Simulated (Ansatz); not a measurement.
Reaction (isomerisation): `FC1=CCCC1` → `CC=C=C(C)F`

Program: Ansatz. Geometries: PBE0-D4/def2-TZVP. ΔE: electronic, gas phase. CCSD(T)/CBS is the MP2 limit (def2-TZVPP, def2-QZVPP) plus CCSD(T) − MP2 in def2-TZVPP, frozen cores. DFT in def2-TZVPP.

`FC1=CCCC1`:

Cartesian coordinates in Å:
```
F -0.060 -0.614 -2.551
C -0.067 -0.216 -1.278
C -0.399 0.991 -0.847
C -0.346 1.026 0.651
C 0.393 -0.279 1.017
C 0.270 -1.197 -0.209
H -0.714 1.812 -1.476
H 0.172 1.908 1.038
H -1.358 1.051 1.073
H 1.448 -0.056 1.189
H 0.007 -0.739 1.927
H -0.533 -1.937 -0.107
H 1.187 -1.750 -0.427
```

`CC=C=C(C)F`:

Cartesian coordinates in Å:
```
C -1.695 -0.821 1.437
C -0.668 -1.183 0.411
C -0.078 -0.341 -0.388
C 0.537 0.507 -1.161
C 1.803 1.231 -0.891
F 0.017 0.811 -2.376
H -2.633 -1.348 1.240
H -1.363 -1.123 2.435
H -1.891 0.250 1.442
H -0.408 -2.239 0.335
H 1.637 2.311 -0.926
H 2.191 0.963 0.091
H 2.550 0.983 -1.650
```

| level | ΔE (kJ/mol) |
| --- | --- |
| ωB97M-V | 115.1 |
| B2PLYP | 100.8 |
| r2SCAN | 104.5 |
| PBE0 | 117.7 |
| HF/def2-TZVPP | 107.9 |
| HF/def2-QZVPP | 107.7 |
| HF/CBS(def2) | 107.7 |
| MP2/CBS(def2) | 124.7 |

(1) What does CCSD(T)/CBS give? (Estimate.)

Largest T1 diagnostic among the species: 0.012.

Results:

(1) The calculation gave: +115.4 kJ/mol. The listed levels differ from it by -0.3, -14.6, -10.9, 2.3, -7.5, -7.7, -7.7, 9.3 kJ/mol.

The D4 term adds +7.0 kJ/mol with B3LYP and +3.3 kJ/mol with PBE0; it sums over pairs of atoms, weighted by their polarisabilities, and B3LYP, whose exchange is more repulsive, gets the larger term. From PBE to PBE0 (25 % exact exchange), in def2-TZVPP and without D4, ΔE moves by +19.0 kJ/mol.

B3LYP here is the variant with VWN-RPA as its local correlation; programs differ in this.
